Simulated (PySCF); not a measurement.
Two structures of CH5BO, singlet, reached by relaxing down either side of one saddle point (PBE0-D4/def2-TZVP). Energies are electronic, without zero-point energy. Program: PySCF 2.14 with density fitting (its default auxiliary sets; JK sets also for MP2 and CCSD(T)). Basis: def2-TZVPP and def2-QZVPP. Cores are frozen in the correlated methods. Extrapolation: Hartree–Fock as exp(−7.88 √X), correlation as X^−2.97. First:

```
8
angstrom
B -0.4986 -0.4735 -0.3495
O -0.4513 -1.6368 0.3429
C 0.3631 0.7829 0.0092
H 0.9835 1.0669 -0.8480
H -1.2604 -0.4674 -1.2774
H 0.1670 -1.6126 1.0792
H -0.2889 1.6437 0.1932
H 1.0179 0.6600 0.8773
```

Second:

```xyz
8
angstrom
B -0.6211 -0.1184 -0.1357
O 0.5885 -1.1295 -0.4991
C -0.1811 1.1554 0.2838
H 1.4034 -0.6878 -0.2211
H -1.6339 -0.7194 -0.3157
H 0.5145 -1.9652 -0.0221
H -0.8787 1.9460 0.5373
H 0.8622 1.4615 0.3656
```

(1) Which bonds change from the first to the second?

(2) Give the saddle point's structure and its height above each. (To be estimated.)

T1 diagnostic: at most 0.014.

Results:

(1) CH₅BO ([CH3][BH][OH]) → CH₃B ([BH][CH2]) + H₂O (still joined by a long B–O bond); bonds formed: O2–H4; bonds broken: C3–H4; bonds weakened to dative contacts: B1–O2.

(2) Computed: 341.4 kJ/mol above the first and 70.0 kJ/mol above the second (CCSD(T) at an estimated basis limit (MP2 extrapolated from triple and quadruple zeta, plus CCSD(T) − MP2 in triple zeta)).
```tsv
atom	x (Å)	y (Å)	z (Å)
B1	-0.6783	-0.1474	-0.2722
O2	0.3159	-1.3595	-0.2473
C3	0.0847	0.9798	0.2099
H4	0.8260	-0.3013	-0.3421
H5	-1.6717	-0.3262	-0.8980
H6	0.4231	-1.7594	0.6248
H7	-0.1657	2.0046	-0.0436
H8	0.8661	0.9095	0.9685
```

Labels in which every atom is bracketed show which atoms are joined, not bond orders.

For scale, one of the runs: CCSD(T)/def2-TZVPP, 163 basis functions, launched by `OMP_NUM_THREADS=4 python run.py`. The run took 2.1 min on 4 CPU threads of an Arm Neoverse V2 (shared host), with 1.2 GiB of host memory at its peak.
